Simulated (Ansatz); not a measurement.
bcc Na was calculated with r²SCAN+rVV10 (Ansatz, a first-principles code, plane waves, PAW).

Run with plane-wave cutoff 500 eV, 24×24×24 k mesh, Fermi–Dirac smearing 0.1 eV, scalar-relativistic PAW data made under PBE.

Computed at the level's own relaxed cell.

### Question
Estimate the equilibrium volume per atom and lattice constant a that the calculation returns.

### Answer

- equilibrium volume per atom = 37.27 Å³/atom
- lattice constant a = 4.208 Å

Measured, for comparison: equilibrium volume per atom 37.42 Å³/atom (static lattice: zero-point anharmonic expansion removed; as tabulated in Mejia-Rodriguez and Trickey (2018), arXiv:1807.09216); lattice constant a 4.214 Å (static lattice: zero-point anharmonic expansion removed, our sources range from 4.207 to 4.214; as tabulated in Mejia-Rodriguez and Trickey (2018), arXiv:1807.09216). Computed (rounded) less measured: equilibrium volume per atom -0.4 %, lattice constant a -0.1 % (inside the range of the sources held).

The computed numbers hold no vibrational or temperature effects.

It cost very roughly 80 core-seconds of CPU time.
